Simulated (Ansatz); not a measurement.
# AlB2: the cost of one run

Computed with Ansatz 0.2.0, Gaussian basis. Level: def2-QZVPP, core rule «outside noble gas», up to 7 orbitals frozen.

The runs, in order: UHF; ROHF; CCSD(T) on UHF.

3 further runs of the same task are left out: 1 that didn't finish, 2 set aside as unsound or not needed.

**1. What is computed**

The geometry is a PBE0/def2-TZVP stationary point (not a proven minimum) of the parent state, kept for this charge and spin.

3 atoms, charge 0, spin multiplicity 2.

Atoms are counted from 1 here; the program's logs count them from 0.

Bond lengths: B1–Al2 1.991 Å, Al2–B3 2.196 Å. Angles: B1–Al2–B3 167.6°.

**2. UHF**

in.yaml

```yaml
crystal:
  periodic: [false, false, false]
  atoms:
    - {symbol: B, position_ang: [0.000000, -0.081258, -2.046822]}
    - {symbol: Al, position_ang: [0.000000, 0.149822, -0.069340]}
    - {symbol: B, position_ang: [0.000000, -0.068564, 2.116162]}
basis:
  gaussian: {orbitals: "def2-QZVPP.json"}
magnetization: {spin_polarized: true, initial_magnetization: 1}
hamiltonian: {xc: hf}
output: {orbitals: {seedname: orbitals}}
```

Launch:

```sh
$ ansatz run in.yaml --threads 1 --pin off --events-out ev --progress --plain --max-ram 2393MiB
```

What time and memory should one allow on 1 thread of Arm Neoverse V2, shared host?

About 55 s, with a peak of 0.41 GiB.
